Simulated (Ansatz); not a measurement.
# AlClFH3: the cost of one run

All numbers below are computed with Ansatz 0.2.0 (RKS LDA/6-31G*).

### 1 The structure to begin with

Bond lengths: Al1–F2 2.040 Å, Al1–H3 1.560 Å, Al1–H4 1.560 Å, Al1–Cl5 2.530 Å. Angles: F2–Al1–H3 120.0°, F2–Al1–H4 120.0°, F2–Al1–Cl5 71.6°, H3–Al1–H4 120.0°, H3–Al1–Cl5 97.0°, H4–Al1–Cl5 101.2°.

Coordinates:

```xyz
6

Al    0.0000    0.0000    0.0000
F     0.0000    0.0000    2.0400
H     1.3510    0.0000   -0.7800
H    -1.3510    0.0000   -0.7800
Cl    0.1058   -2.3986    0.7978
H     0.0530   -1.2022    1.9224
```

### 2 Pulling towards end A

Springs on the bonds that form and break draw the guess towards this end; the thresholds are loose.

File input.yaml:

```yaml
crystal:
  periodic: [false, false, false]
  atoms:
    - { symbol: Al, position_ang: [0.0, 0.0, 0.0] }
    - { symbol: F, position_ang: [0.0, 0.0, 2.04] }
    - { symbol: H, position_ang: [1.351, 0.0, -0.78] }
    - { symbol: H, position_ang: [-1.351, 0.0, -0.78] }
    - { symbol: Cl, position_ang: [0.1058, -2.3986, 0.7978] }
    - { symbol: H, position_ang: [0.053, -1.2022, 1.9224] }
basis:
  gaussian: { orbitals: "6-31G*" }
hamiltonian:
  xc: lda
relax:
  f_tol: 0.15
  max_steps: 25
  restrain:
    - { distance: [0, 4], at: 3.43, k: 30.0 }
    - { distance: [5, 1], at: 2.12, k: 30.0 }
    - { distance: [0, 1], at: 1.69, k: 30.0 }
    - { distance: [5, 4], at: 1.37, k: 30.0 }
```

The run is started by

```bash
ansatz run input.yaml --threads 1 --pin off --max-ram 2048MiB --backend cpu --events-out ev --progress --plain --runs-dir out
```

**Question.** How long does this run take on 1 thread of Arm Neoverse N1, shared host, and how much memory does it need?

About 17 s, with a peak of 0.12 GiB.
